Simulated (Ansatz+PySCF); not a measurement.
## singlet BH: levels of theory in one basis

```xyz
2

B     0.0000    0.0000   -0.4383
H     0.0000    0.0000    2.1916
```

Basis set: 6-31G (spherical functions). Left uncorrelated: 1 orbital. Charge 0, multiplicity 1.

Computed with Ansatz (development build ahead of 0.2.0); each method stands on the lowest determinant of its kind that the runs found.

```json
{"method": "RHF", "E − E(RHF) (eV)": "0.00", "<S²> of the determinant": "0.00"}
{"method": "UHF", "E − E(RHF) (eV)": "-1.55", "<S²> of the determinant": "0.88"}
{"method": "UHF-MP2", "E − E(RHF) (eV)": "-2.21", "<S²> of the determinant": "0.88"}
{"method": "RHF-CCSD", "E − E(RHF) (eV)": "-3.07", "<S²> of the determinant": "–"}
{"method": "RHF-CCSD(T)", "E − E(RHF) (eV)": "-3.14", "<S²> of the determinant": "–"}
{"method": "UHF-CCSD(T)", "E − E(RHF) (eV)": "-3.11", "<S²> of the determinant": "0.88"}
{"method": "full CI (lowest root of this spin)", "E − E(RHF) (eV)": "-3.14", "<S²> of the determinant": "–"}
```

Question: What does RHF-MP2 give on the same scale?

Answer: -1.65 eV.

At such a shape the full CI root can have another spatial symmetry than the determinants, so the rows needn't describe one state.

Question: Is a single determinant a sound starting point here?

Answer: It is doubtful. Unrestricted orbitals lower Hartree–Fock by 1.55 eV and <S²> is 0.88 where a pure state has 0.00, a sign of strong static correlation.

Caution for RHF, RHF-MP2, RHF-CCSD, RHF-CCSD(T): an unrestricted determinant lies well below. Caution for UHF, UHF-MP2, UHF-CCSD(T): the unrestricted determinant is a mixture of spin states. Caution for RHF-MP2, UHF-MP2, RHF-CCSD, RHF-CCSD(T), UHF-CCSD(T): large amplitudes, a single reference is doubtful. Caution for UHF-MP2, UHF-CCSD(T): a plain start can end on a higher determinant. Caution for RHF-CCSD(T): the amplitudes may be one of several solutions.
